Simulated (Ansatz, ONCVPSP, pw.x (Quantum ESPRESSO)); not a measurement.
# Equation-of-state test of one ONCV potential (W (Z = 74))

```
Element                 : tungsten (W)
Generator               : ONCVPSP 4.0.1.1 (patched build)
Type                    : optimised norm-conserving Vanderbilt (ONCV)
Functional              : LDA (Perdew-Wang 92)
Relativity              : scalar-relativistic
Frozen core             : [Kr] 4d10 4f14
Valence charge          : 14
Reference configuration : 5s2 5p6 5d4 6s1.75 (charge +0.25)
Partial waves           : 5s+6s: rc 1.75 bohr, ncon 4, nbas 8, qcut 6.2 1/bohr, 3 projectors, debl 3 Ha; 5p: rc 1.15 bohr, ncon 4, nbas 8, qcut 8.3 1/bohr, 1 projector; 5d: rc 2.45 bohr, ncon 3, nbas 8, qcut 6 1/bohr, 3 projectors, debl 1 Ha
Local potential         : polynomial inside 1.00 bohr (lpopt 5, dvloc0 0 Ha)
Core correction         : Teter function fitted to the true core (icmod 2), fcfact 0.9
```

Atomic tests: cutoffs needed: 32 Ha and 60 Ha (the cutoffs (Ha) at which the residual kinetic energy of the hardest occupied pseudo-wave falls to 1 and 0.1 mHa per electron); ghost test: no bound ghost flagged; GHOST(+) flagged for s at 143.7 eV, d at 162.4 eV; largest excitation error: -580 meV (all-electron minus pseudo) for 5s1 5p6 5d4 6s2, out of 4 test configurations.

Crystal test: bcc W in pw.x 7.5, no spin, 15³ k-points, Fermi–Dirac smearing 0.01 Ry, cutoffs 140/560 Ry. The reference is all-electron LAPW (Ansatz 0.2.0) with the same functional, mesh and smearing; V0 and B0 come from Birch–Murnaghan fits to the pressures at five volumes. Errors are pseudo minus all-electron; Δ is the rms difference of the E(V) curves that follow from these fits, minima aligned, over ±6 % about the mean V0. Mesh and smearing are coarse, so the numbers serve the comparison and aren't converged zero-temperature values; the lattice is a test structure that the element need not adopt.

All-electron: a0 = 3.136 Å (V0 = 15.41 Å³/atom), B0 = 332.7 GPa.

Q: How far does the potential miss the all-electron equation of state?

A: mean pressure error (GPa): -7.93; a0 (Å): 3.110; a0 error (%): -0.81; B0 error (%): +1.5; Δ (meV/atom): 27.4. This is a poor potential for the solid.

```json
{"V (Å³/atom)": "14.659", "P all-electron (GPa)": "18.54", "P pseudo (GPa)": "9.17"}
{"V (Å³/atom)": "15.044", "P all-electron (GPa)": "8.50", "P pseudo (GPa)": "-0.06"}
{"V (Å³/atom)": "15.430", "P all-electron (GPa)": "-0.34", "P pseudo (GPa)": "-8.19"}
{"V (Å³/atom)": "15.816", "P all-electron (GPa)": "-8.12", "P pseudo (GPa)": "-15.34"}
{"V (Å³/atom)": "16.201", "P all-electron (GPa)": "-14.96", "P pseudo (GPa)": "-21.63"}
```

Q: At the middle volume, how do free energy and pressure move when the wave cutoff is lowered (ecutrho kept at four times it)?

A:

```tsv
cutoff (Ry)	shift of F (meV/atom)	shift of P (GPa)
63	+182.4	-12.33
84	+31.4	-0.07
112	+4.7	-0.40
```

The run at the middle volume (120 k-points, 7 iterations) took about 1.8 min on one core of a shared host (Neoverse-N1, 64 threads, 124 GiB, load 49).
